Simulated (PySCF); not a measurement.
**Working out the ionisation energy of O**

O [He] 2s2 2p4 (3P) → O⁺ [He] 2s2 2p3 (4S). All numbers are calculated (PySCF 2.14, no relativity, point nucleus, in aug-cc-pwCVTZ). Frozen: nothing. Energies in hartree (1 hartree = 27.21139 eV):

| part | O (lower) | O⁺ (upper) |
| --- | --- | --- |
| UHF | -74.813062 | -74.370995 |
| CCSD correlation | -0.219064 | -0.168864 |
| (T) | -0.003919 | -0.001998 |

Question: What does Hartree-Fock give?

Answer: (-74.370995) − (-74.813062) = 0.442067 hartree = 12.029 eV.

Question: What do CCSD and CCSD(T) give?

Answer: The CCSD correlation energies differ by 0.050200 hartree = 1.366 eV and the triples by 0.001921 hartree = 0.052 eV, so CCSD gives 13.395 eV and CCSD(T) 13.447 eV.

Measured between the centres of the two terms (NIST): 13.608 eV, so CCSD(T) (valence and next inner shell) is off by -0.161 eV.

What remains against the reference includes basis incompleteness and higher excitations.
